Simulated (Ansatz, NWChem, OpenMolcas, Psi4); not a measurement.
A correction line for PBE0/cc-pVTZ: atomisation enthalpy at 298 K

The atomisation enthalpy at 298 K in kJ/mol of 6 N-containing molecules: x at PBE0/cc-pVTZ, y from tabulated heats of molecules and atoms (Active Thermochemical Tables, NIST-JANAF tables). Shapes, held fixed at every level: PBE0-D4/def2-TZVP. Computed values hold a harmonic thermal term (PBE0-D4/def2-TZVP) and the atoms' spin-orbit lowering. Programs: Ansatz 0.2.0, NWChem 7.3.0, OpenMolcas 26.06, Psi4 1.11. A level may come from different programs for different species; with the same settings they agree closely.

```
                  molecule  x (kJ/mol)  y (kJ/mol)
  NClO (nitrosyl chloride)         794         790
NF3 (nitrogen trifluoride)         860         843
       N2O (nitrous oxide)        1132        1112
    NO2F (nitryl fluoride)        1196           ?
        CH3N (methanimine)        1749        1755
      C2N2 (bisisocyanide)        1796        1766
```

Fit y = c + s·x to the known rows and predict y for NO2F.


1. Means of the 5 rows: x = 1266.20, y = 1253.2.
2. Σ(Δx)² = 919765, Σ(Δx·Δy) = 918246, so the slope is 918246/919765 = 0.99835.
3. Intercept: 1253.2 − (0.99835) × 1266.20 = -10.9. The largest residual of the fit is 20.
4. NO2F: -10.9 + 0.99835 × 1196 = 1183 kJ/mol.

The tabulated heats give 1159 kJ/mol, so the prediction is off by +24 kJ/mol, about the largest residual. Uncorrected, PBE0/cc-pVTZ misses it by +37 kJ/mol, and the other rows by 15 on average. The line removes about 40 % of this miss. Left out in turn, the other rows are missed by 20 kJ/mol on average, worse than no correction. The heats of NO2F come from older tables and can be uncertain by 10 kJ/mol or more.
